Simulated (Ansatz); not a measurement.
System: tetradymite Bi2Se3. Method: r²SCAN (Ansatz, an electronic-structure program, PAW).

Run with plane-wave cutoff 600 eV, 12×12×12 k mesh, finite displacements, scalar-relativistic PAW data made under PBE.

The cell has the measured lattice parameters. Conventional cell: a = 4.1430 Å, b = 4.1430 Å, c = 28.6360 Å, α = 90.00°, β = 90.00°, γ = 120.00°.

Harmonic phonon frequencies (cm⁻¹; i marks an imaginary mode; at Γ without the LO shift):

| q point | frequencies |
|---|---|
| Γ | 0 0 0 42 42 77 79 79 139 139 142 142 150 170 185 |

Note: the cell isn't this level's own, so it is under some stress, which shifts stiffness and frequencies.
